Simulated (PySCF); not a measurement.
Energies from PySCF, thermal terms from the rigid-rotor harmonic-oscillator model, ideal gas at 1 bar. 'Table' is the NASA 1993 thermochemical table (part measured, part estimated). Open shells (unrestricted): CH3 (multiplicity 2). The harmonic model lacks anharmonicity and excited electronic states, which grow with temperature; levels with a mode under 35 cm⁻¹ are left out.

Harmonic frequencies at PBE0/def2-TZVP (cm⁻¹): 526, 1401, 1401, 3128, 3312, 3312. Point group D3h; S°(298 K) = 194.6 J/mol/K at this level.

Work out Cp and S° of gaseous CH3 at 500, 800, 1200, 1600, 2000 K from these, and set them beside the table.


```tsv
T (K)	Cp PBE0/def2-TZVP	Cp table	S° PBE0/def2-TZVP	S° table
500	45.3	45.0	216.4	215.4
800	53.5	53.8	239.5	238.6
1200	62.5	63.0	263.0	262.2
1600	68.8	69.3	281.9	281.3
2000	72.9	73.5	297.7	297.2
```
Units J/mol/K.
